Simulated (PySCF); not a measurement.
CH₃ + 2 F₂ → CF + 3 HF

Level: PBE in the def2-TZVP basis family, all electrons, no relativity, computed in PySCF with density fitting; open shells unrestricted.

```csv
species,state and structure,E (Eh),ZPE (kJ/mol),H(298 K) − H(0) (kJ/mol),S° (J/(mol K))
CH₃,"doublet, D3h, C–H 1.087 Å (×3)",-39.78814,76.4,10.5,194.8
F₂,"singlet, D∞h, F–F 1.413 Å",-199.42304,6.0,8.8,202.5
CF,"doublet, C∞v, C–F 1.287 Å",-137.69653,7.5,8.7,207.5
HF,"singlet, C∞v, H–F 0.932 Å",-100.39132,23.8,8.7,173.9
```

Task: What is the electronic reaction energy?

Result: At PBE/def2-TZVP, ΔE = -620.3 kJ/mol from the differences of the total energies times 2625.5, downhill. 

Task: Add zero-point, thermal and entropy terms for 298.15 K and 1 bar.

Result: ΔZPE = -9.5 and Δ[H(298) − H(0)] = 6.7 kJ/mol give ΔH° = -623.1 kJ/mol. ΔS° = 129.4 J/(mol K), so ΔG° = -623.1 − 298.15 × (0.1294) = -662 kJ/mol.

The entropy of CF lacks the orbital degeneracy of a ²Π state, up to R ln 2. The structures come from searches over a few start shapes, so lower isomers are not excluded.
